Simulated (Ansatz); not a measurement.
Process, species as SMILES: [SiH3][CH2] (CH2-SiH3) → C atom + 5 H atom + Si atom
B3LYP-D3(BJ)/def2-TZVP geometries, fixed; electronic energies without zero-point terms.

Basis-set convergence of the atomisation energy at PBE with Ansatz (a quantum-chemistry and plane-wave program). Cartesian d functions, on some or all atoms, in 6-31G*, 6-31+G*, 6-311G**, 6-311+G**; all else is spherical. The program fits the integrals of some runs and decomposes those of others, by size. Open shells are unrestricted. No added dispersion term, no relativity. Functions are those of the species that has most. Reference: the value in aug-pcseg-3, 516.70 kcal/mol, itself unsure by roughly 0.22 kcal/mol (its mean distance from aug-cc-pV(Q+d)Z, def2-QZVPPD, pcseg-3). Deviations are taken from unrounded values.

```csv
basis,functions,atomisation energy (kcal/mol)
6-31G*,44,514.40
6-31+G*,52,512.98
def2-SVP,57,515.24
def2-SVPD,84,517.31
pcseg-1,57,509.57
aug-pcseg-1,95,510.54
cc-pV(D+d)Z,62,509.97
aug-cc-pV(D+d)Z,100,509.20
6-311G**,75,512.60
6-311+G**,83,511.98
def2-TZVP,98,516.13
def2-TZVPD,125,516.29
pcseg-2,134,515.98
aug-pcseg-2,211,516.16
cc-pV(T+d)Z,139,516.83
aug-cc-pV(T+d)Z,216,516.17
def2-TZVPP,143,516.94
def2-TZVPPD,170,517.01
cc-pV(Q+d)Z,269,517.43
aug-cc-pV(Q+d)Z,399,517.26
def2-QZVPP,277,516.60
def2-QZVPPD,304,516.61
pcseg-3,289,516.68
aug-pcseg-3,419,516.70
```

What the diffuse functions change, pair by pair:
- 6-31G* to 6-31+G*: 8 more functions, deviation -2.30 to -3.72 kcal/mol
- def2-SVP to def2-SVPD: 27 more functions, deviation -1.46 to 0.61 kcal/mol
- pcseg-1 to aug-pcseg-1: 38 more functions, deviation -7.13 to -6.16 kcal/mol
- cc-pV(D+d)Z to aug-cc-pV(D+d)Z: 38 more functions, deviation -6.73 to -7.50 kcal/mol
- 6-311G** to 6-311+G**: 8 more functions, deviation -4.10 to -4.72 kcal/mol
- def2-TZVP to def2-TZVPD: 27 more functions, deviation -0.57 to -0.41 kcal/mol
- pcseg-2 to aug-pcseg-2: 77 more functions, deviation -0.72 to -0.54 kcal/mol
- cc-pV(T+d)Z to aug-cc-pV(T+d)Z: 77 more functions, deviation 0.13 to -0.53 kcal/mol
- def2-TZVPP to def2-TZVPPD: 27 more functions, deviation 0.24 to 0.31 kcal/mol
- cc-pV(Q+d)Z to aug-cc-pV(Q+d)Z: 130 more functions, deviation 0.73 to 0.56 kcal/mol
- def2-QZVPP to def2-QZVPPD: 27 more functions, deviation -0.10 to -0.09 kcal/mol
- pcseg-3 to aug-pcseg-3: 130 more functions, deviation -0.01 to 0.00 kcal/mol

Leaving out the reference's own pair, they bring the value nearer the reference by more than 0.22 kcal/mol in 2 of 11 pairs.
